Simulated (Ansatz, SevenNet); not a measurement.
Elastic constant C13 (GPa) of solids drawn from the class of tetrahedrally bonded semiconductors and semimetals, at two levels: the machine-learned potential SevenNet-0 (trained on PBE and PBE+U data), and r²SCAN (Ansatz, a program for electronic structure, plane waves, PAW).

```
solid                              SevenNet-0  r²SCAN  shift (%)
---------------------------------  ----------  ------  ---------
wurtzite GaN                              102    94.9       -7.0
2H-SiC                                   93.6    49.1        -48
wurtzite CdS                             38.1    44.6      +17.1
wurtzite BN (high-pressure phase)         149    59.2        -60
wurtzite ZnO                             98.6     113      +14.6
wurtzite AlN                              111     105       -5.4
```

The shifts run from -60 % to +17.1 %, with a median of -6.2 %.

Over all 6 rows r²SCAN is the larger in 2.

Ansatz's runs of these crystals have no spin polarisation.

Each level is taken at its own relaxed cell. Ansatz's density-functional and Hartree–Fock values are scalar-relativistic unless marked +SOC, with PAW data made under PBE.
